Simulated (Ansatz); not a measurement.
`CCC(C)F` and `CCC(C)CC` differ in one atom or group.

Ansatz, PBE0-D4/def2-TZVP geometries, multiplicity 1. Each molecule was computed in one conformer, which needn't be the lowest.

| property | `CCC(C)F` |
| --- | --- |
| HOMO–LUMO gap (PBE/def2-TZVPP) / eV | 7.87 |
| LUMO energy (PBE0/def2-TZVPP) / eV | 1.28 |
| size of the dipole moment (B3LYP/def2-TZVPP) / D | 1.83 |
| HOMO energy (B3LYP/def2-TZVPP) / eV | -8.79 |
| size of the dipole moment (PBE/def2-TZVPP) / D | 1.71 |
| HOMO–LUMO gap (PBE0/def2-TZVPP) / eV | 10.26 |

(1) Give the same properties after the change, and the shifts. (Estimate.)

Results:

(1) Ansatz gave: 
| property | `CCC(C)CC` | shift |
| --- | --- | --- |
| HOMO–LUMO gap (PBE/def2-TZVPP) / eV | 7.61 | -0.26 |
| LUMO energy (PBE0/def2-TZVPP) / eV | 1.16 | -0.12 |
| size of the dipole moment (B3LYP/def2-TZVPP) / D | 0.11 | -1.72 |
| HOMO energy (B3LYP/def2-TZVPP) / eV | -8.40 | 0.39 |
| size of the dipole moment (PBE/def2-TZVPP) / D | 0.11 | -1.60 |
| HOMO–LUMO gap (PBE0/def2-TZVPP) / eV | 9.74 | -0.52 |

With PBE0 the HOMO rises by 0.40 eV and the LUMO falls by 0.12 eV, so the gap narrows by about 0.52 eV. PBE moves the HOMO by 0.16 eV and ωB97M-V by 0.49 eV. Dipoles are sizes alone; their direction can turn.

B3LYP here is the variant with VWN-RPA as its local correlation; programs differ in this.
